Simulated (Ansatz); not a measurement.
# CH₃NO₂: up Jacob's ladder to CCSD(T)

One table from this session's results is given with a row withheld; the runs are named, their logs left out.

Computed with Ansatz 0.2.0, Gaussian basis. Level: functionals in def2-TZVPP, the program's frozen cores in correlated methods.

The runs, in order: LDA (SPW92), PBE-D4, revPBE-D4, BLYP-D4, r2SCAN-D4, B97M-V, PBE0-D4, B3LYP-D4, r2SCANh-D4, r2SCAN0-D4, HSE06-D4, BHLYP-D4, CAM-B3LYP-D4, LC-ωPBE, ωB97X-V, ωB97M-V, B2PLYP, PBE-QIDH; CCSD(T)/def2-SVP; CCSD(T)/def2-TZVPP; MP2/def2-QZVPP; extrapolation to the limit; RPA on PBE.

## The geometry

An earlier PBE0-D4 in a triple-zeta def2 set relaxation fixed the geometry.

7 atoms, charge 0, spin multiplicity 1.

Atoms are counted from 1 here; the program's logs count them from 0.

Bond lengths: N1–C2 1.264 Å, N1–H5 1.013 Å, C2–O3 1.331 Å, C2–O4 1.340 Å, O3–H6 0.965 Å, O4–H7 0.961 Å. Angles: C2–N1–H5 113.5°, N1–C2–O3 121.7°, N1–C2–O4 130.2°, O3–C2–O4 108.1°, C2–O3–H6 105.8°, C2–O4–H7 108.8°.

Set-up of the first run:

The input, in.yaml:

```yaml
crystal:
  periodic: [false, false, false]
  atoms:
    - {symbol: N, position_ang: [-0.656781, 0.744881, 0.517174]}
    - {symbol: C, position_ang: [0.149377, -0.107749, 0.047670]}
    - {symbol: O, position_ang: [1.114730, -0.642163, 0.792031]}
    - {symbol: O, position_ang: [0.231505, -0.634764, -1.182003]}
    - {symbol: H, position_ang: [-1.340427, 1.068785, -0.156640]}
    - {symbol: H, position_ang: [1.024887, -0.241413, 1.664927]}
    - {symbol: H, position_ang: [-0.461992, -0.255576, -1.728760]}
basis:
  gaussian: {orbitals: def2-TZVPP}
hamiltonian: {xc: lda}
output: {orbitals: {seedname: orbitals}}
```

Run with:

```console
$ ansatz run in.yaml --threads 2 --pin off --events-out ev --progress --plain --max-ram 4352MiB
```

Steps of the session up to this table: LDA; PBE-D4 (GGA); revPBE-D4 (GGA); BLYP-D4 (GGA); r2SCAN-D4 (meta-GGA); B97M-V (meta-GGA); PBE0-D4 (hybrid); B3LYP-D4 (hybrid); r2SCANh-D4 (hybrid); r2SCAN0-D4 (hybrid); HSE06-D4 (hybrid); BHLYP-D4 (hybrid); CAM-B3LYP-D4 (range-separated); LC-ωPBE (range-separated); ωB97X-V (range-separated); ωB97M-V (range-separated); B2PLYP (double hybrid); PBE-QIDH (double hybrid).

One table of the session follows, with a row left open; its other results are not shown here.

It belongs to the step «Frontier levels by functional». 

```
  functional  HOMO (eV)  LUMO (eV)  gap (eV)
 LDA (SPW92)      -6.67      -0.66      6.01
      PBE-D4          ?          ?         ?
   revPBE-D4      -6.36      -0.44      5.92
     BLYP-D4      -6.34      -0.60      5.74
   r2SCAN-D4      -6.74       0.24      6.98
      B97M-V      -6.75      -0.22      6.54
     PBE0-D4      -7.88       0.36      8.24
    B3LYP-D4      -7.65      -0.05      7.60
  r2SCANh-D4      -7.28       0.50      7.78
  r2SCAN0-D4      -8.09       0.86      8.95
    HSE06-D4      -7.47      -0.01      7.46
    BHLYP-D4      -9.21       0.95     10.16
CAM-B3LYP-D4      -9.33       1.08     10.41
     LC-ωPBE     -10.71       2.48     13.19
     ωB97X-V     -10.31       2.28     12.59
     ωB97M-V     -10.22       1.81     12.03
```

**Question.** Estimate the row for PBE-D4.

The run gave: HOMO (eV): -6.45; LUMO (eV): -0.52; gap (eV): 5.93. In the column «HOMO (eV)» it lies between LDA (SPW92) (-6.67) and revPBE-D4 (-6.36).
